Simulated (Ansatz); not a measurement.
## Pb (model structure, started from the diamond type, Fd-3m, No. 227, 2 atoms in the cell)

These are PBEsol (Ansatz, a first-principles code, plane waves, PAW) values and carry that method's errors.

Settings: plane-wave cutoff 500 eV, 18×18×18 k mesh, Fermi–Dirac smearing 0.1 eV, scalar-relativistic PAW data made under PBE.

Cell (relaxed at this level):

Pb has the cubic space group Fd-3m, origin choice 1 (No. 227), the diamond structure, Pearson symbol cF8. Lattice parameters: a = b = c = 6.911 Å, α = β = γ = 90.00°. Pb on 8a is surrounded by 4 Pb at 2.993 Å (tetrahedral). (Neighbours: up to the widest gap in distance over summed covalent radii, below 1.35, at either atom.)
(The calculation used a cell of 2 atoms; values per cell refer to that cell.)

band gap: none

Note: the relaxation could raise the start's symmetry but not lower it, so the cell can be a saddle point.

Spin–orbit coupling is not included; it can shift volumes and moduli of such heavy elements.

The computed numbers hold no vibrational or temperature effects.

Cost on a shared machine: very roughly 40 core-seconds.

A model structure was made by putting elements into a prototype or built by hand; it is no filed structure, need not be a known phase, and can be a saddle point held by its symmetry.
